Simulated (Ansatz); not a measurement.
**[SiH3···H···OH], doublet in cc-pVDZ: errors against UCCSDT(Q)**

Geometry: a point of a hydrogen-transfer path between rigid fragments, not a stationary point.

```csv
atom,x (Å),y (Å),z (Å)
Si,-0.9804,0.0193,0.0000
H,-1.4753,1.4190,0.0000
H,-1.4753,-0.6806,1.2122
H,-1.4753,-0.6806,-1.2122
H,0.5042,0.0193,0.0000
O,1.8366,0.0193,0.0000
H,2.0884,-0.9207,0.0000
```

Basis cc-pVDZ; Ansatz 0.2.0. Only valence electrons are correlated (noble-gas cores frozen), which leaves 15 electrons in 51 orbitals. Prefix R: restricted or restricted open-shell reference; prefix U: unrestricted. Active spaces: pair = (3e, 3o) about the gap.

Full CI isn't at hand for all of this; UCCSDT(Q) serves as the reference, and is uncertain by about the last step of the cluster series. The frozen core follows each run's orbitals, which can shift R against U totals by a few meV.

For open shells CISD is restricted-active-space CI with the open shells as a complete middle space.

* UHF ⟨S²⟩: 0.773
* T1 diagnostic (RCCSD): 0.0307
* largest doubles amplitude (RCCSD): 0.045
* T1 diagnostic (UCCSD): 0.0223

```tsv
level	E − E(UCCSDT(Q)) (mEh)	share of correlation (%)	wall time
RHF	350.93	0.00	–
UHF	342.52	2.40	–
RMP2	52.18	85.13	–
UMP2	52.71	84.98	–
CISD	41.31	88.23	8 s
RCCSD	8.32	97.63	–
UCCSD	8.10	97.69	–
RCCSD(T)	1.61	99.54	11 s
UCCSD(T)	1.61	99.54	9.5 s
BCCD(T)	1.58	99.55	4.3 s
RCCSDT	0.61	99.83	–
UCCSDT	0.58	99.84	–
RCCSDT(Q)	0.02	100.00	14 s (H100)
CASSCF (pair space)	331.47	5.54	–
NEVPT2 (pair space)	49.05	86.02	2.3 s
MRCISD (pair space)	36.73	89.53	–
MRCISD+Q (pair space)	6.08	98.27	3 s (H100)
```

The correlation energy at UCCSDT(Q), counted from RHF, is -9.549 eV. That run took 7 s on 2 threads of AMD EPYC 7R13 with a shared H100 80 GB, shared host.

Times hold each run's SCF and search for its determinant on a shared host, so for small cases they say little of a method's own cost; rows without a card ran on 1 thread of AMD EPYC 7R13.
